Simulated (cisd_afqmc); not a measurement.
Input (AFQMC/HF/cc-pVTZ; cisd_afqmc is a phaseless AFQMC code with CISD trial states that reads the integrals written by Ansatz):

Ansatz 0.2 input:
```python
import cisd_afqmc

open("ham.yaml", "w").write("""\
crystal:
  periodic: [false, false, false]
  atoms:
    - {symbol: O, position_ang: [-0.00000000, -0.00000000, -0.55280743]}
    - {symbol: O, position_ang: [0.00000000, 0.00000000, 0.55280743]}
basis:
  gaussian:
    orbitals: cc-pVTZ
total_charge: 1
magnetization: {spin_polarized: true, initial_magnetization: 1}
correlation: {method: ccsd, electrons: outside_noble_gas, hamiltonian_folder: ham}
""")
rep = cisd_afqmc.ansatz("ham.yaml")
e_ccsd = rep["correlation"]["coupled_cluster"]["energy"]["hartree"]
out = cisd_afqmc.run("ham", e_ccsd, trial="HF", walkers=100, populations=8, threads=8, dt=0.005, steps=40, early=24, settle=10, least=32,
    cut=5e-5, rank_cut=2e-4, target=0.0004, seconds=1500, seed=3, memory=17280, gpu=False)
```

Output:

```
E(CCSD) on the cut factors = -149.670863, shift to the whole factors -0.000010
Energy of the trial state on the determinant = -149.236214
  tau behind 7.2 of longer steps, mean of the populations' last blocks
   2.0  -149.69973
   4.0  -149.68875
   6.0  -149.68597
   8.0  -149.68108
  10.0  -149.68365
  12.0  -149.68864
  14.0  -149.68847
  16.0  -149.68133
  18.0  -149.69208
  20.0  -149.68662
  22.0  -149.69345
  24.0  -149.69161
  26.0  -149.68487
  28.0  -149.69187
  30.0  -149.68242
  32.0  -149.68321
  34.0  -149.68142
  36.0  -149.68688
  38.0  -149.69932
  40.0  -149.68322
  42.0  -149.68995
  44.0  -149.68244
  46.0  -149.70642
  48.0  -149.69304
  50.0  -149.68890
  52.0  -149.68961
  54.0  -149.68735
  56.0  -149.68535
  58.0  -149.67976
  60.0  -149.69578
  62.0  -149.67473
  64.0  -149.68098
  66.0  -149.69291
  68.0  -149.69445
  70.0  -149.69877
  72.0  -149.69195
  74.0  -149.70413
  76.0  -149.68333
  78.0  -149.68484
  80.0  -149.68451
  82.0  -149.68908
  84.0  -149.69311
  86.0  -149.69495
  88.0  -149.68278
  90.0  -149.68826
  92.0  -149.70329
  94.0  -149.69434
  96.0  -149.68462
  98.0  -149.69698
 100.0  -149.68464
 102.0  -149.69569
 104.0  -149.69148
 106.0  -149.69107
 108.0  -149.68449
 110.0  -149.67801
 112.0  -149.68604
 114.0  -149.69523
 116.0  -149.68173
 118.0  -149.70233
 120.0  -149.68607
 122.0  -149.68010
 124.0  -149.69462
 126.0  -149.69011
 128.0  -149.68766
 130.0  -149.69029
blocks 5564 (1 outliers left out), error by blocks joined: 1: 0.00056, 2: 0.00067, 4: 0.00078, 8: 0.00086, 16: 0.00092
E(AFQMC/HF) = -149.68887 +/- 0.00092
```

The determinant is spin-contaminated: <S^2> is 1.08, 0.33 over the pure value.
